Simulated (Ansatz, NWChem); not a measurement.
**Worked example: the enthalpy of formation of C2F3N (SMILES N#CC(F)(F)F)**

C2F3N: 6 atoms, total charge 0, spin state singlet. SMILES: `N#CC(F)(F)F`. Geometry: relaxed at PBE0-D4/def2-TZVP.

Total energies at CAM-B3LYP/SBKJC-VDZ (core potential) (NWChem 7.3.0); the atoms run unrestricted:

```tsv
species	state	energy (Eh)
C2F3N	singlet	-93.470069
N	quartet	-9.733469
C	triplet	-5.393497
F	doublet	-24.046156
```

Harmonic wavenumbers at PBE0-D4/def2-TZVP, in cm⁻¹: 197, 197, 472, 472, 526, 637, 637, 826, 1232, 1232, 1250, 2412.

Measured heats of formation of the gaseous atoms at 298.15 K, in kJ/mol: N 472.4, C 716.9, F 79.4. Spin-orbit lowering of the atoms at 298 K (mean of the ground term's levels less their thermal mean, from spectra), in kJ/mol: C 0.02, F 1.29. Take 1 Eh = 2625.50 kJ/mol, 1 cm⁻¹ = 0.0119627 kJ/mol, RT = 2.479 kJ/mol.

Problem. What heat of formation follows?

Solution. 
1. Electronic atomisation energy: (-9.733469) + 2 × (-5.393497) + 3 × (-24.046156) − (-93.470069) = 0.811138 Eh = 2129.6 kJ/mol.
2. Zero-point energy: half the sum of the wavenumbers, 5045 cm⁻¹ = 60.4 kJ/mol.
3. Thermal vibrational enthalpy, Σ hcν̃/(exp(hcν̃/kT) − 1): 5.8 kJ/mol. Translation, rotation and pV of a non-linear molecule: 4 RT = 9.9 kJ/mol.
4. The 6 free atoms carry 5/2 RT each: 37.2 kJ/mol.
5. Spin-orbit coupling lowers the free atoms by 2 × 0.02 + 3 × 1.29 = 3.9 kJ/mol.
6. Atomisation enthalpy at 298 K: 2129.6 − 3.9 − 60.4 − 5.8 − 9.9 + 37.2 = 2086.8 kJ/mol.
7. Sum of the atoms' heats of formation: 2144.4 kJ/mol. Heat of formation: 2144.4 − 2086.8 = +57.6 kJ/mol.

The tabulated value is -495.4 kJ/mol (NIST-JANAF tables), so this level is off by +553.0 kJ/mol, or 20.9 % of the atomisation enthalpy. Anharmonicity and any spin-orbit splitting of the molecule are left out.
